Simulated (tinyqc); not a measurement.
Inside a calculation. Method: MP2 on RHF in the sto-3g basis, frozen core, for H3O+, spin multiplicity 1. One step of it, computed by the program tinyqc.

Problem. Second-order Moller-Plesset energy. E2 = sum_ijab (ia|jb) [2 (ia|jb) - (ib|ja)] / (e_i + e_j - e_a - e_b) over occupied i, j and virtual a, b; the opposite-spin part is (ia|jb)^2 / denominator, the rest is same-spin, and SCS-MP2 scales them by 6/5 and 1/3.

orbital energies (hartree): MO1 -20.796593, MO2 -1.690185, MO3 -1.025059, MO4 -1.024806, MO5 -0.853205, MO6 0.013879, MO7 0.229822, MO8 0.230365

Two-electron integrals over orbitals (pq|rs), unique and non-zero (hartree); the lowest 1 orbital is frozen and left out:
```
(22|22) 0.718192    (32|22) 0.000050    (32|32) 0.135492    (33|22) 0.645189
(33|32) 0.034467    (33|33) 0.646788    (42|42) 0.135443    (43|42) -0.034520
(43|43) 0.041675    (44|22) 0.645131    (44|32) -0.034516   (44|33) 0.563493
(44|44) 0.646763    (52|22) -0.004240   (52|32) -1.56e-06   (52|33) 0.001834
(52|44) 0.001834    (52|52) 0.151542    (53|22) -0.000010   (53|32) 0.000542
(53|33) -0.002113   (53|44) 0.002097    (53|52) -0.000022   (53|53) 0.032222
(54|42) 0.000543    (54|43) 0.002106    (54|54) 0.032221    (55|22) 0.754877
(55|32) -0.000010   (55|33) 0.647732    (55|44) 0.647707    (55|52) 0.029240
(55|53) -0.000020   (55|55) 0.878229    (62|22) 0.134133    (62|32) -0.000084
(62|33) 0.091990    (62|44) 0.091998    (62|52) -0.009167   (62|53) -0.000009
(62|55) 0.164560    (62|62) 0.069836    (63|22) -0.000264   (63|32) -0.014395
(63|33) -0.028454   (63|44) 0.028086    (63|52) -0.000014   (63|53) 0.002898
(63|55) -0.000288   (63|62) -0.000140   (63|63) 0.058071    (64|42) -0.014421
(64|43) 0.028284    (64|54) 0.002906    (64|64) 0.058186    (65|22) -0.027140
(65|32) -0.000015   (65|33) -0.014999   (65|44) -0.014986   (65|52) 0.067295
(65|53) -0.000039   (65|55) -0.021946   (65|62) -0.018371   (65|63) 0.000026
(65|65) 0.037670    (66|22) 0.490706    (66|32) -0.000209   (66|33) 0.480204
(66|44) 0.480379    (66|52) -0.019087   (66|53) 0.000014    (66|55) 0.489195
(66|62) 0.033556    (66|63) 0.000063    (66|65) -0.013464   (66|66) 0.445104
(72|42) 0.054723    (72|43) 0.009653    (72|54) 0.005427    (72|64) 0.036147
(72|72) 0.055498    (73|42) 0.037027    (73|43) -0.005832   (73|54) -0.002299
(73|64) -0.028197   (73|72) 0.000143    (73|73) 0.033653    (74|22) 0.173608
(74|32) 0.037039    (74|33) 0.133161    (74|44) 0.121539    (74|52) 0.011413
(74|53) -0.002304   (74|55) 0.198045    (74|62) 0.084964    (74|63) -0.028283
(74|65) -0.011604   (74|66) 0.035785    (74|74) 0.149415    (75|42) 0.011791
(75|43) -0.004144   (75|54) 0.023125    (75|64) -0.005618   (75|72) 0.003651
(75|73) 0.004595    (75|75) 0.021608    (76|42) 0.099397    (76|43) -0.045733
(76|54) -0.005473   (76|64) -0.057151   (76|72) 0.007588    (76|73) 0.051486
(76|75) 0.010457    (76|76) 0.126644    (77|22) 0.571553    (77|32) -0.029986
(77|33) 0.509364    (77|44) 0.584686    (77|52) 0.001704    (77|53) 0.003780
(77|55) 0.574502    (77|62) 0.067794    (77|63) 0.044029    (77|65) -0.009384
(77|66) 0.468033    (77|74) 0.071180    (77|77) 0.568058    (82|22) -0.000206
(82|32) -0.054696   (82|33) 0.009557    (82|44) -0.009793   (82|52) 3.20e-06
(82|53) -0.005428   (82|55) -0.000233   (82|62) -0.000045   (82|63) -0.036152
(82|65) 0.000026    (82|66) -0.000026   (82|74) -0.000265   (82|77) -0.019601
(82|82) 0.055501    (83|22) -0.173558   (83|32) 0.037071    (83|33) -0.121517
(83|44) -0.133187   (83|52) -0.011414   (83|53) -0.002288   (83|55) -0.198029
(83|62) -0.084980   (83|63) -0.028009   (83|65) 0.011589    (83|66) -0.036001
(83|74) -0.083890   (83|77) -0.106075   (83|82) 0.000009    (83|83) 0.149450
(84|42) -0.037019   (84|43) 0.005796    (84|54) 0.002292    (84|64) 0.028120
(84|72) -0.000198   (84|73) -0.031814   (84|75) -0.004590   (84|76) -0.051419
(84|84) 0.033586    (85|22) 0.000013    (85|32) -0.011794   (85|33) -0.004125
(85|44) 0.004147    (85|52) -0.000092   (85|53) -0.023126   (85|55) 4.92e-06
(85|62) 0.000022    (85|63) 0.005607    (85|65) -0.000023   (85|66) 0.000036
(85|74) -0.004589   (85|77) 0.004822    (85|82) 0.003651    (85|83) -0.004605
(85|85) 0.021612    (86|22) 6.93e-07    (86|32) -0.099375   (86|33) -0.045544
(86|44) 0.045662    (86|52) 0.000021    (86|53) 0.005462    (86|55) 0.000042
(86|62) 0.000055    (86|63) 0.056962    (86|65) 0.000023    (86|66) 0.000282
(86|74) -0.051412   (86|77) 0.061672    (86|82) 0.007612    (86|83) -0.051530
(86|85) 0.010443    (86|86) 0.126379    (87|42) 0.029845    (87|43) -0.037640
(87|54) -0.003783   (87|64) -0.044132   (87|72) -0.019513   (87|73) 0.017383
(87|75) 0.004807    (87|76) 0.061605    (87|84) -0.017323   (87|87) 0.048267
(88|22) 0.571669    (88|32) 0.030206    (88|33) 0.584854    (88|44) 0.509299
(88|52) 0.001708    (88|53) -0.003799   (88|55) 0.574600    (88|62) 0.067839
(88|63) -0.044395   (88|65) -0.009405   (88|66) 0.467794    (88|74) 0.106194
(88|77) 0.471193    (88|82) 0.019383    (88|83) -0.071089   (88|85) -0.004836
(88|86) -0.061863   (88|88) 0.568403
```

Hartree-Fock energy = -75.30836588 hartree

Give: Terms; Pair energies; MP2 correlation energy; SCS-MP2 correlation energy; MP2 total energy.

Solution.

Terms (the 40 largest of 74):

| i | j | a | b | (ia\|jb) | (ib\|ja) | denominator | term |
|---|---|---|---|---|---|---|---|
| 4 | 4 | 7 | 7 | 0.1494 | 0.1494 | -2.5093 | -0.0089 |
| 3 | 3 | 8 | 8 | 0.1495 | 0.1495 | -2.5108 | -0.0089 |
| 3 | 4 | 8 | 7 | -0.0839 | -0.0318 | -2.5101 | -0.0045 |
| 4 | 3 | 7 | 8 | -0.0839 | -0.0318 | -2.5101 | -0.0045 |
| 3 | 2 | 8 | 6 | -0.0850 | -0.0362 | -2.9595 | -0.0038 |
| 2 | 3 | 6 | 8 | -0.0850 | -0.0362 | -2.9595 | -0.0038 |
| 4 | 2 | 7 | 6 | 0.0850 | 0.0361 | -2.9587 | -0.0038 |
| 2 | 4 | 6 | 7 | 0.0850 | 0.0361 | -2.9587 | -0.0038 |
| 4 | 4 | 6 | 6 | 0.0582 | 0.0582 | -2.0774 | -0.0016 |
| 3 | 3 | 6 | 6 | 0.0581 | 0.0581 | -2.0779 | -0.0016 |
| 2 | 2 | 6 | 6 | 0.0698 | 0.0698 | -3.4081 | -0.0014 |
| 5 | 5 | 6 | 6 | 0.0377 | 0.0377 | -1.7342 | -0.0008 |
| 2 | 2 | 7 | 7 | 0.0555 | 0.0555 | -3.8400 | -0.0008 |
| 2 | 2 | 8 | 8 | 0.0555 | 0.0555 | -3.8411 | -0.0008 |
| 3 | 3 | 7 | 7 | 0.0337 | 0.0337 | -2.5098 | -4.51e-04 |
| 4 | 4 | 8 | 8 | 0.0336 | 0.0336 | -2.5103 | -4.49e-04 |
| 4 | 3 | 7 | 6 | -0.0283 | -0.0282 | -2.2936 | -3.50e-04 |
| 3 | 4 | 6 | 7 | -0.0283 | -0.0282 | -2.2936 | -3.50e-04 |
| 4 | 3 | 6 | 7 | -0.0282 | -0.0283 | -2.2936 | -3.46e-04 |
| 3 | 4 | 7 | 6 | -0.0282 | -0.0283 | -2.2936 | -3.46e-04 |
| 4 | 4 | 8 | 6 | 0.0281 | 0.0281 | -2.2939 | -3.45e-04 |
| 4 | 4 | 6 | 8 | 0.0281 | 0.0281 | -2.2939 | -3.45e-04 |
| 3 | 3 | 8 | 6 | -0.0280 | -0.0280 | -2.2944 | -3.42e-04 |
| 3 | 3 | 6 | 8 | -0.0280 | -0.0280 | -2.2944 | -3.42e-04 |
| 3 | 4 | 7 | 8 | -0.0318 | -0.0839 | -2.5101 | 2.57e-04 |
| 4 | 3 | 8 | 7 | -0.0318 | -0.0839 | -2.5101 | 2.57e-04 |
| 5 | 5 | 7 | 7 | 0.0216 | 0.0216 | -2.1661 | -2.16e-04 |
| 5 | 5 | 8 | 8 | 0.0216 | 0.0216 | -2.1671 | -2.16e-04 |
| 3 | 2 | 6 | 8 | -0.0362 | -0.0850 | -2.9595 | 1.55e-04 |
| 2 | 3 | 8 | 6 | -0.0362 | -0.0850 | -2.9595 | 1.55e-04 |
| 4 | 2 | 6 | 7 | 0.0361 | 0.0850 | -2.9587 | 1.55e-04 |
| 2 | 4 | 7 | 6 | 0.0361 | 0.0850 | -2.9587 | 1.55e-04 |
| 5 | 2 | 6 | 6 | -0.0184 | -0.0184 | -2.5711 | -1.31e-04 |
| 2 | 5 | 6 | 6 | -0.0184 | -0.0184 | -2.5711 | -1.31e-04 |
| 5 | 4 | 6 | 7 | -0.0116 | -0.0056 | -2.1217 | -9.62e-05 |
| 4 | 5 | 7 | 6 | -0.0116 | -0.0056 | -2.1217 | -9.62e-05 |
| 3 | 5 | 8 | 6 | 0.0116 | 0.0056 | -2.1225 | -9.59e-05 |
| 5 | 3 | 6 | 8 | 0.0116 | 0.0056 | -2.1225 | -9.59e-05 |
| 5 | 3 | 8 | 8 | -0.0046 | -0.0046 | -2.3390 | -9.07e-06 |
| 3 | 5 | 8 | 8 | -0.0046 | -0.0046 | -2.3390 | -9.07e-06 |

Pair energies (hartree; pair i-j sums ij and ji):

| pair | opposite spin | same spin |
|---|---|---|
| 2-2 | -0.0030 | 0 |
| 3-2 | -0.0058 | -0.0016 |
| 3-3 | -0.0117 | 0 |
| 4-2 | -0.0058 | -0.0016 |
| 4-3 | -0.0078 | -0.0022 |
| 4-4 | -0.0117 | 0 |
| 5-2 | -2.80e-04 | 0 |
| 5-3 | -1.92e-04 | -3.37e-05 |
| 5-4 | -1.93e-04 | -3.38e-05 |
| 5-5 | -0.0012 | 0 |

MP2 correlation energy = -0.053051 hartree

SCS-MP2 correlation energy = -0.058937 hartree

MP2 total energy = -75.361417 hartree
